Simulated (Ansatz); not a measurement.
Basis-set extrapolation for C3H5N (`CCC#N`) (PBE0-D4/def2-TZVP geometry, frozen core, the Gaussian-basis code of Ansatz). Multiplicity 1, RHF reference.

```
                      def2-TZVPP   def2-QZVPP
                 HF  -171.027602  -171.035019
    MP2 correlation    -0.685613    -0.729570
CCSD(T) correlation    -0.742783      not run
```

Energies in hartree. Use E(X) = E(∞) + A·exp(−7.88·√X) for Hartree–Fock and E(X) = E(∞) + B·X^(−2.97) for correlation, with X = 3 and 4, and add CCSD(T) minus MP2 of the smaller set to the MP2 limit.

What is the CCSD(T) energy at the basis-set limit?

HF limit: -171.035019 + (-0.007417) × 0.13774 = -171.03604. MP2 limit: -0.729570 + (-0.043957) × 0.74074 = -0.76213. Higher-order term: -0.742783 − (-0.685613) = -0.05717. Total: -171.85534 hartree, 223.0 kJ/mol below CCSD(T)/def2-TZVPP.
